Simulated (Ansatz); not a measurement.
Two shapes of doublet C6H5.

Shape 1:

```xyz
11

C     1.3418    0.0120   -0.0054
C     0.6773    1.1575    0.0066
C    -0.7050    1.1836    0.0446
C    -1.3602   -0.0397    0.0062
C    -0.7281   -1.2063   -0.0374
C     0.7032   -1.1858   -0.0460
H     1.2521    2.1523   -0.0483
H    -1.1924    2.1631   -0.0013
H    -2.4984   -0.0193    0.0423
H    -1.2256   -2.1132   -0.0332
H     1.2488   -2.1837   -0.0336
```

Shape 2:

```xyz
11

C     1.3970    0.0000    0.0000
C     0.7708    1.2260    0.0000
C    -0.6310    1.2129    0.0000
C    -1.3222    0.0000    0.0000
C    -0.6310   -1.2129    0.0000
C     0.7708   -1.2260    0.0000
H     1.3261    2.1679    0.0000
H    -1.1817    2.1579    0.0000
H    -2.4148    0.0000    0.0000
H    -1.1817   -2.1579    0.0000
H     1.3261   -2.1679    0.0000
```

Basis set: cc-pVDZ (spherical functions). Frozen core: 6 orbitals. Charge 0, multiplicity 2.

Computed with Ansatz (development build ahead of 0.2.0); each method stands on the lowest determinant of its kind that the runs found.

Problem. Which shape is lower in energy, and by how much in each method?

Solution.

| method | E(2) − E(1) (eV) |
| --- | --- |
| UHF | -0.595 |
| UHF-MP2 | -0.437 |

Shape 2 is lower. Caution: the unrestricted determinant is spin contaminated.
